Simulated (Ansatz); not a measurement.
## CCSD(T) against full CI for several species

Each species is computed at the geometry given (Å), with frozen cores, in Ansatz 0.2.0: RHF-CCSD(T) for singlets, UHF-CCSD(T) otherwise, and full CI in the same basis. The program picks the determinant by trial CCSD, so it needn't be the lowest Hartree–Fock solution. States: HAlSi A'', HNC Σ⁺ or Δ, Al2H Σ⁻ or Δ. Cases whose determinant has another symmetry than full CI's state, or whose (Q) step broke down, weren't drawn.

Problem. Judging by size, spin and bonding, rank them by the size of CCSD(T)'s error in total energy against full CI in the same basis, smallest first (an estimate).
A. HAlSi, triplet, 6-31G: Si 0.410 0.000 1.113; Al -0.432 0.000 -1.063; H 0.145 0.000 -2.554
B. Al$_{2}$H, quartet, 6-31G: Al 0.000 0.000 0.228; Al 0.000 0.000 -1.849; H 0.000 0.000 1.621
C. HNC, singlet, 6-31G: N 0.000 0.000 -0.090; C 0.000 0.000 1.073; H 0.000 0.000 -0.983

Solution. B (19.4 meV), C (28.6 meV), A (49.1 meV).

```json
{"species": "Al2H, quartet", "basis": "6-31G", "correlated electrons": "7", "CCSD(T) − full CI (meV)": "19.4", "CCSDT(Q) − full CI (meV)": "1.2", "unpaired electrons (full CI)": "3.03", "T1": "0.023", "⟨S²⟩ of the determinant": "3.76"}
{"species": "HNC, singlet", "basis": "6-31G", "correlated electrons": "10", "CCSD(T) − full CI (meV)": "28.6", "CCSDT(Q) − full CI (meV)": "0.1", "unpaired electrons (full CI)": "0.08", "T1": "0.019", "⟨S²⟩ of the determinant": "0.00"}
{"species": "HAlSi, triplet", "basis": "6-31G", "correlated electrons": "8", "CCSD(T) − full CI (meV)": "49.1", "CCSDT(Q) − full CI (meV)": "-0.5", "unpaired electrons (full CI)": "2.13", "T1": "0.074", "⟨S²⟩ of the determinant": "2.17"}
```

Unpaired electrons are Σ n²(2−n)² over natural occupations; an open shell counts its own unpaired electrons too. Frozen cores follow each run's orbitals, which moves totals by a few meV.
